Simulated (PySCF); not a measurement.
Stepwise substitution at one centre (Al H-Cl). Isolated molecules, 0 K electronic values unless said otherwise. Strings in code marks are SMILES.

The T1 excitation (TDA) from two functionals at the same geometries (PBE0-D3(BJ)/def2-TZVP), both in PySCF: PBE-D3(BJ)/def2-TZVP and ωB97X-D3(BJ)/def2-TZVP. Excitations are Tamm–Dancoff values on a coarser integration grid. The basis has no diffuse functions, so Rydberg states are missing or too high.

```csv
species,PBE-D3(BJ)/def2-TZVP (eV)
1 of 3 H replaced by Cl,4.62
2 of 3 H replaced by Cl (`[AlH]([Cl])[Cl]`),5.52
3 of 3 H replaced by Cl (`[Cl][Al]([Cl])[Cl]`),5.72
```

Question: What does ωB97X-D3(BJ)/def2-TZVP give for each?

Answer: 
- 1 of 3 H replaced by Cl: 5.40
- 2 of 3 H replaced by Cl (`[AlH]([Cl])[Cl]`): 6.43
- 3 of 3 H replaced by Cl (`[Cl][Al]([Cl])[Cl]`): 7.03
Over these rows, drawn at random from the members with no instability flagged (it was tested for open shells, ions and some series alone), PBE minus ωB97X-D3(BJ): mean -1.00 eV, from -1.31 eV to -0.78 eV.
